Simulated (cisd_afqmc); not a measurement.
Input (AFQMC/CISD/cc-pVDZ; cisd_afqmc is a phaseless AFQMC code with CISD trial states that reads the integrals written by Ansatz):

Ansatz 0.2 input:
```python
import cisd_afqmc

open("ham.yaml", "w").write("""\
crystal:
  periodic: [false, false, false]
  atoms:
    - {symbol: C, position_ang: [0.00475777, 1.17087239, -0.20055261]}
    - {symbol: O, position_ang: [0.00676578, 0.00281715, 0.58815258]}
    - {symbol: C, position_ang: [-0.00924088, -1.17273908, -0.18916610]}
    - {symbol: H, position_ang: [0.01767394, 2.02306382, 0.47733101]}
    - {symbol: H, position_ang: [0.88820493, 1.21755679, -0.85148048]}
    - {symbol: H, position_ang: [-0.89276547, 1.22829401, -0.83104463]}
    - {symbol: H, position_ang: [-0.00646616, -2.01839711, 0.49696658]}
    - {symbol: H, position_ang: [-0.90742261, -1.22555868, -0.81912250]}
    - {symbol: H, position_ang: [0.87354780, -1.23629590, -0.83955836]}
basis:
  gaussian:
    orbitals: cc-pVDZ
magnetization: {spin_polarized: false}
correlation: {method: ccsd, electrons: outside_noble_gas, hamiltonian_folder: ham}
""")
rep = cisd_afqmc.ansatz("ham.yaml")
e_ccsd = rep["correlation"]["coupled_cluster"]["energy"]["hartree"]
out = cisd_afqmc.run("ham", e_ccsd, trial="CISD", walkers=100, populations=8, threads=8, dt=0.005, steps=40, early=24, settle=10, least=32,
    cut=5e-5, rank_cut=2e-4, target=0.0004, seconds=1500, seed=1, memory=12960, gpu=False)
```

Output:

```
orbitals 69, occupied [10], factors 444 of 647, rank of the doubles 250 of 590
E(HF) = -154.075909
E(CCSD) on the cut factors = -154.593337, shift to the whole factors -0.000006
Energy of the trial state on the determinant = -154.593320
  tau behind 7.2 of longer steps, mean of the populations' last blocks
   2.0  -154.60725
   4.0  -154.60715
   6.0  -154.60754
   8.0  -154.60588
  10.0  -154.60968
  12.0  -154.60794
  14.0  -154.60887
  16.0  -154.60831
  18.0  -154.60847
  20.0  -154.60882
blocks 874 (0 outliers left out), error by blocks joined: 1: 0.00022, 2: 0.00027, 4: 0.00031, 8: 0.00037, 16: 0.00040
E(AFQMC/CISD) = -154.60790 +/- 0.00040
```
